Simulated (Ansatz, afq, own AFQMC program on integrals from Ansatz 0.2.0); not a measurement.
AFQMC on a folder of integrals that Ansatz 0.2.0 wrote.

```yaml
crystal:
  periodic: [false, false, false]
  atoms:
    - {symbol: N, position_ang: [-2.004942, 0.019973, -0.019236]}
    - {symbol: H, position_ang: [-2.302222, 0.987807, -0.019236]}
    - {symbol: H, position_ang: [-2.302222, -0.382326, 0.861023]}
    - {symbol: H, position_ang: [-0.317942, 0.019973, -0.019236]}
    - {symbol: Si, position_ang: [1.122058, 0.019973, -0.019236]}
    - {symbol: H, position_ang: [1.518492, -1.459540, -0.019236]}
basis:
  gaussian: {orbitals: cc-pVTZ}
magnetization: {spin_polarized: false, initial_magnetization: 1}
correlation: {method: ccsd_t, electrons: outside_noble_gas, hamiltonian_folder: ham}
```

```sh
$ ansatz run in.yaml --threads 1 --pin off --events-out ev --progress --plain --max-ram 24576MiB --backend cuda --devices 0, --max-vram 18GiB
```

Options of the walk:

```
--method phaseless --trial cisd --walkers 600 --populations 10 --least-time 60 --time-step 0.005 --steps-per-block 50 --equilibration-blocks 28 --max-blocks 4000 --target-error 0.00021 --factor-cut 1e-05 --start spin_pure --seed 3492 --release-times 0.24,0.51,0.99,1.62,2.4 --release-step 0.03 --release-every 3 --taylor-order 6
```

Times are imaginary, in 1/Eh. The walk had a cap of 230 s. With eight or more populations the least sampling time is a fifth of least-time, and the error comes from their spread.

```
orbitals 114  electrons 7 6  factors 688 of 693
reference energy -345.58001996 Eh
CCSD correlation -0.35522016 Eh in 22 cycles, weight of the determinant in the CISD state 0.8329
energy of the start -345.935238 Eh
 block  time / (1/Eh)  mean weight  energy / Eh
     1     0.250  0.9997  -345.929964
     2     0.500  0.9987  -345.933306
     3     0.750  1.0006  -345.936339
     4     1.000  1.0006  -345.941245
     5     1.250  1.0003  -345.943018
     7     1.750  1.0001  -345.946956
     9     2.250  0.9992  -345.947310
    13     3.250  0.9988  -345.944958
    25     6.250  0.9996  -345.946320
    37     9.250  0.9997  -345.948647
    49    12.250  0.9999  -345.947937
    61    15.250  1.0017  -345.948341
    73    18.250  1.0015  -345.947366
    85    21.250  1.0006  -345.947720
    91    22.750  1.0005  -345.942859
    97    24.250  0.9984  -345.945118
   109    27.250  1.0002  -345.953158
   121    30.250  1.0012  -345.946835
   133    33.250  1.0008  -345.949348
   145    36.250  1.0003  -345.946434
   157    39.250  0.9995  -345.950942
   169    42.250  1.0001  -345.947205
   181    45.250  1.0002  -345.948618
   193    48.250  0.9994  -345.947825
   205    51.250  1.0002  -345.950798
   217    54.250  0.9999  -345.947946
   229    57.250  1.0004  -345.948247
   241    60.250  1.0007  -345.948539
   253    63.250  1.0001  -345.945299
error from the spread of 10 populations
released: time / (1/Eh)  energy / Eh  error  mean overlap
  0.24  -345.947731  0.000258  0.9989
  0.51  -345.947816  0.000323  1.0002
  0.99  -345.948482  0.000331  0.9950
  1.62  -345.949034  0.000228  0.9810
  2.40  -345.948597  0.000531  0.9710
energy -345.947590 +/- 0.000198 Eh
(rows thinned)
```

Task: Estimate how long the walk took on 1 × NVIDIA H100 80GB HBM3 with 2 threads of AMD EPYC 7R13 Processor (Zen 3) (shared host) (the card was shared).

Result: 2.7 min of wall time.

The run passed its tests (sampling time, drift between the halves within three errors, error under three times the target), which doesn't prove that it has relaxed. The second half of the sampling lies below the first by 1.5 errors of their difference, so the energy may still be moving and its error bar be too small.

Against this walk (error 5.4 meV) on the same determinant: CCSD(T) 26.4 meV higher. The error is statistical and leaves out the bias of the constraint. None of these is a sure reference here. The released energies are still falling (meV from the phaseless value at times in 1/Eh: -4 ± 7 at 0.24, -6 ± 9 at 0.51, -24 ± 9 at 0.99, -39 ± 6 at 1.62, -27 ± 14 at 2.40), so they give no level; they do show a bias of the constraint, and the last of them that isn't too noisy lies 66 meV below CCSD(T).

Cautions: constraint bias not in the error; higher spins were not checked; a spin-contaminated unrestricted determinant lies lower (UHF 423 meV lower, ⟨S²⟩ 1.35).
